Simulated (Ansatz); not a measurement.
## B–O–GeH⁺, doublet: reading a ladder of total energies

Geometry: that of the B–O–GeH, singlet, kept fixed.

```xyz
4

B     0.0000   -0.1870    2.3974
O     0.0000    0.2753    1.2018
Ge    0.0000   -0.0537   -0.6084
H     0.0000    1.5080   -0.9449
```

Basis cc-pVTZ; Ansatz 0.2.0. Only valence electrons are correlated (noble-gas cores and the filled d shells of p-block atoms frozen), which leaves 13 electrons in 101 orbitals. R marks a restricted (for open shells ROHF) determinant, U an unrestricted one. No spin–orbit coupling is included, and no scalar relativity.

Full CI isn't at hand for all of this; UCCSDT(Q) serves as the reference, and is uncertain by about the last step of the cluster series.

Runs differ by some tens of microhartree through their thresholds and, for an open shell, their frozen cores, so steps under 0.03 kcal/mol mean nothing.

```json
{"level": "UHF", "total energy (hartree)": "-2175.266611"}
{"level": "UMP2", "total energy (hartree)": "-2175.631472"}
{"level": "UCCSD", "total energy (hartree)": "-2175.648587"}
{"level": "UCCSD(T)", "total energy (hartree)": "-2175.665210"}
{"level": "UCCSDT", "total energy (hartree)": "-2175.665898"}
{"level": "UCCSDT(Q)", "total energy (hartree)": "-2175.666923"}
```

Task: What is the correlation energy at UCCSDT(Q), and what share of it do UMP2 and UCCSDT recover?

Result: E(corr) = -2175.666923 − (-2175.266611) = -0.400312 hartree = -10.893 eV. UMP2: -0.364861 / -0.400312 = 91.14 %. UCCSDT: -0.399287 / -0.400312 = 99.74 %.

Task: By how many kcal/mol does UCCSD(T) miss UCCSDT(Q) (1 hartree = 627.509 kcal/mol), and which steps make up the rest?

Result: -2175.665210 − (-2175.666923) = 0.001713 hartree = 1.07 kcal/mol. Steps: UCCSDT − UCCSD(T) = -0.43, UCCSDT(Q) − UCCSDT = -0.64 kcal/mol. Differences between like states or geometries often cancel part of this.
